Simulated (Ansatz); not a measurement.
# CHS− (SMILES [CH-]=S): single points off equilibrium

How do the functionals fare away from a minimum? The structure is a structure displaced at random from a GFN2-xTB minimum.

Computed with Ansatz 0.2.0, Gaussian basis. Level: single points in def2-TZVPPD.

Cores are frozen in the correlated methods.

### 1 Where the work starts

SMILES `[CH-]=S`, 3 atoms, charge -1, spin multiplicity 1.

Atoms are counted from 1 here; the program's logs count them from 0.

Bond lengths: C1–S2 1.641 Å, C1–H3 1.091 Å. Angles: S2–C1–H3 109.3°.

Coordinates:

```csv
atom,x (Å),y (Å),z (Å)
C1,-0.1490,0.5505,-0.1120
S2,1.0966,-0.2778,0.5627
H3,-0.8811,-0.1561,-0.5061
```

### 2 CCSD(T)/def2-TZVPPD

The input, run/in.yaml:

```yaml
crystal:
  periodic: [false, false, false]
  atoms:
    - {symbol: C, position_ang: [-0.149000, 0.550500, -0.112000]}
    - {symbol: S, position_ang: [1.096600, -0.277800, 0.562700]}
    - {symbol: H, position_ang: [-0.881100, -0.156100, -0.506100]}
basis:
  gaussian: {orbitals: "def2-TZVPPD.json"}
total_charge: -1
correlation: {method: ccsd_t}
output: {forces: true}
```

The basis file named in the input lies beside it (Basis Set Exchange, JSON).

The command line of these runs was not kept.

### 3 PBE0-D4/def2-TZVPPD

run/in.yaml: that of step 2 with these lines changed.

```diff
@@ -9,3 +9,3 @@
 total_charge: -1
-correlation: {method: ccsd_t}
-output: {forces: true}
+hamiltonian: {xc: pbe0, dispersion: d4}
+output: {forces: true, orbitals: {seedname: orbitals}}
```

### 4 wB97M-V/def2-TZVPPD

run/in.yaml: that of step 3 with these lines changed.

```diff
@@ -9,3 +9,3 @@
 total_charge: -1
-hamiltonian: {xc: pbe0, dispersion: d4}
-output: {forces: true, orbitals: {seedname: orbitals}}
+hamiltonian: {xc: {name: wB97M-V}}
+output: {forces: true}
```

### 5 r2SCAN-D4/def2-TZVPPD

run/in.yaml: that of step 4 with these lines changed.

```diff
@@ -9,3 +9,3 @@
 total_charge: -1
-hamiltonian: {xc: {name: wB97M-V}}
+hamiltonian: {xc: r2scan, dispersion: d4}
 output: {forces: true}
```

### 6 PBE-D4/def2-TZVPPD

run/in.yaml: that of step 5 with these lines changed.

```diff
@@ -9,3 +9,3 @@
 total_charge: -1
-hamiltonian: {xc: r2scan, dispersion: d4}
+hamiltonian: {xc: pbe, dispersion: d4}
 output: {forces: true}
```

### 7 BHLYP-D4/def2-TZVPPD

run/in.yaml: that of step 6 with these lines changed.

```diff
@@ -9,3 +9,3 @@
 total_charge: -1
-hamiltonian: {xc: pbe, dispersion: d4}
+hamiltonian: {xc: {name: BHLYP}, dispersion: d4}
 output: {forces: true}
```

### 8 SPW92/def2-TZVPPD

run/in.yaml: that of step 7 with these lines changed.

```diff
@@ -9,3 +9,3 @@
 total_charge: -1
-hamiltonian: {xc: {name: BHLYP}, dispersion: d4}
+hamiltonian: {xc: lda}
 output: {forces: true}
```

(Steps that only read results are left out.)

What does the calculation give? Wanted: RMS force component; RMS force error; HOMO and LUMO, PBE0-D4; T1 diagnostic.

As calculated:

| quantity | value |
| --- | --- |
| RMS force component | 0.347 to 0.716 eV/Å over the methods |
| RMS force error | PBE0-D4 0.272, wB97M-V 0.296, r2SCAN-D4 0.175, PBE-D4 0.149, BHLYP-D4 0.373, SPW92 0.399 eV/Å |
| HOMO and LUMO, PBE0-D4 | 1.06 and 4.07 eV |
| T1 diagnostic | 0.024 |

On forces the order runs from PBE-D4 to SPW92. Frozen-core CCSD(T) forces in triple zeta carry basis errors of their own, and this is one geometry, so small gaps rank nothing. The restricted Hartree–Fock reference is unstable towards an unrestricted one at one or more of these structures.
